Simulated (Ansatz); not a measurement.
## [OH···H···GeH$_{3}$], doublet: the ladder up to UCCSDT(Q)

Geometry: a point of a hydrogen-transfer path between rigid fragments, not a stationary point.

| atom | x (Å) | y (Å) | z (Å) |
| --- | --- | --- | --- |
| O | -2.2795 | -0.0100 | 0.0000 |
| H | -2.5288 | 0.9166 | 0.0000 |
| H | -1.0195 | -0.0100 | 0.0000 |
| Ge | 0.5105 | -0.0100 | 0.0000 |
| H | 0.9792 | -1.4759 | 0.0000 |
| H | 0.9792 | 0.7230 | -1.2695 |
| H | 0.9792 | 0.7230 | 1.2695 |

Basis cc-pVDZ; Ansatz 0.2.0. Only valence electrons are correlated (noble-gas cores and the filled d shells of p-block atoms frozen), which leaves 15 electrons in 51 orbitals. Prefix R: restricted or restricted open-shell reference; prefix U: unrestricted. Active spaces: pair = (3e, 3o) about the gap. No spin–orbit coupling is included, and no scalar relativity.

Full CI isn't at hand for all of this; UCCSDT(Q) serves as the reference, and is uncertain by about the last step of the cluster series. The frozen core follows each run's orbitals, which can shift R against U totals by a few meV for light atoms and by up to 0.1 eV past Ca.

- UHF ⟨S²⟩: 0.779
- T1 diagnostic (RCCSD): 0.0281
- largest doubles amplitude (RCCSD): 0.044
- T1 diagnostic (UCCSD): 0.0216

```tsv
level	E − E(UCCSDT(Q)) (meV)	share of correlation (%)	wall time
UHF	9318	2.86	–
UMP2	1356	85.86	–
UCCSD	226	97.65	–
UCCSD(T)	44	99.54	6.5 s
UCCSDT	18	99.82	–
```

The correlation energy at UCCSDT(Q), counted from RHF, is -9.593 eV. That run took 5.5 s on 2 threads of AMD EPYC 7R13 with a shared H100 80 GB, shared host.

Run but not shown, since their state or frozen core can't be matched to the reference's or they repeat it: RHF, RMP2, CISD, RCCSD, RCCSD(T), BCCD(T), RCCSDT, RCCSDT(Q), CASSCF (pair space), NEVPT2 (pair space), MRCISD (pair space), MRCISD+Q (pair space).

Times hold each run's SCF and search for its determinant on a shared host, so for small cases they say little of a method's own cost; they ran on 1 thread of AMD EPYC 7R13.
